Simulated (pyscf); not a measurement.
H₃C–O–SiH₃ (SMILES CO[SiH3]) → H₃C–SiH₂–OH (SMILES C[SiH2]O), a concerted two-bond exchange (singlet surface; C–O, H–Si broken, C–Si, H–O formed). Structures and frequencies: ωB97X-D3(BJ)/def2-SVP in PySCF. MP2 and CC: frozen core, UHF for open shells. ΔMP2 is the change of the MP2 total energy from the triple- to the quadruple-zeta basis. Energies in eV from the reactant's lowest minimum found.

Small-basis levels: PySCF, no dispersion term, spherical d functions. 

Task: In single points B3LYP/6-31G* puts the saddle at 5.19 eV and the reaction energy at -0.70 eV. Should these be trusted to within a few kcal/mol? Compare with CCSD(T)/def2-TZVPP + ΔMP2(QZVPP).

Result: CCSD(T)/def2-TZVPP + ΔMP2(QZVPP) gives ΔE‡ = 5.07 eV and ΔE = -1.06 eV. B3LYP/6-31G* lies 0.12 eV over it in the barrier and 0.36 eV over it in the reaction energy, so on this step it does not hold to within 0.13 eV. CCSD(T)/def2-TZVPP + ΔMP2(QZVPP) has limits of its own. From the product side, CH₃• + HO–SiH₂• lies, by one bond made or cut, 2.05 eV under this saddle at ωB97M-D3(BJ). The same reactants have a lower exit, to SiH₂ [singlet] + H₃C–OH (barrier +3.40 eV at ωB97M-D3(BJ), against +5.22 eV here). This is the saddle that the search found; another between the same sides may lie lower. One closed-shell reference is unstable to symmetry breaking; treat the single-reference values with care. The CCSD(T) − MP2 part came from Ansatz, without density fitting, on the same reference.
